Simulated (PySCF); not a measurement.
Species: C5H9F.
Geometry (PBE0-D3(BJ)/def2-SVP, Å), atoms numbered from 1 in this order:
```xyz
15
C5H9F angstrom
C     -1.5726    0.4263   -0.7436
C     -0.2801   -0.0041   -0.1151
C     -0.4266   -0.9830    1.0117
C      0.8925    0.4679   -0.5675
C      2.2569    0.1274   -0.0810
F      2.9839    1.2762    0.1445
H     -2.1332   -0.4433   -1.1270
H     -1.4134    1.1267   -1.5749
H     -2.2250    0.9139    0.0006
H      0.5161   -1.2010    1.5292
H     -0.8350   -1.9388    0.6419
H     -1.1462   -0.6046    1.7564
H      0.8816    1.1781   -1.4028
H      2.8019   -0.4643   -0.8402
H      2.2371   -0.4595    0.8511
```

Linear response at CAM-B3LYP/def2-SVPD (PySCF, frozen core in the response, non-relativistic).

Static isotropic polarisability: 64.96 au (9.63 Å³), principal values 50.7, 61.7, 82.4 au.

Question: What is the polarisability at 1064 nm and at the sodium D line?

Answer: 65.52 au at 1064 nm (+0.9 %), 66.88 au at 589.3 nm (+3.0 %). The rise at 589.3 nm is 3.39 times that at 1064 nm; a pure ω² law gives 3.26. The lowest singlet lies at 181 nm, shorter than both wavelengths.

Question: What is the isotropic C6 coefficient between two such molecules, C6 = (3/π)∫α(iω)² dω?

Answer: 1785 au (Eh·bohr⁶) by a ten-point quadrature over imaginary frequencies, which is 1070 eV·Å⁶ or 103 J·nm⁶/mol.

Question: Which effective excitation energy ω̄ makes London's formula C6 = (3/4)α²ω̄ exact here?

Answer: ω̄ = 4·C6/(3α²) = 0.564 Eh = 15.3 eV. A one-pole form α(ω) = α/(1 − ω²/ω̄²) fitted to the 1064 nm value gives 12.5 eV.

Question: What n − 1 at the D line would an ideal gas of it have at 273.15 K and 1 atm (2.6868 × 10¹⁹ cm⁻³), by n − 1 = 2π·N·α′?

Answer: 16.73 × 10⁻⁴, a formal value whether or not that pressure can be reached.

Question: The lowest 6 singlets have (eV, f): 6.83, 0.044; 6.98, 0.456; 7.63, 0.003; 7.88, 0.015; 8.01, 0.005; 8.43, 0.012. What share of the static polarisability do they carry in the sum over states α = Σ f/ω²?

Answer: 8.03 au, 12.4 % of α; the largest term, 6.94 au, is that of the state at 6.98 eV. Their oscillator strengths add up to 0.53. Higher states carry the rest.

Question: What three-body coefficient follows from the one-pole estimate C9 = (3/4)·α·C6?

Answer: 86900 au. This is an estimate from the two numbers above, not a computed integral.

Question: What molar refraction at the D line follows from R = (4π/3)·N_A·α′, with α′ the polarisability volume?

Answer: α′ = 9.91 Å³ gives R = 25.00 cm³/mol, for isolated, non-vibrating species.

Rough CPU time on one thread of a shared machine: about 70 s. This is the whole response run at CAM-B3LYP/def2-SVPD, SCF included.

One conformer stands for the species.
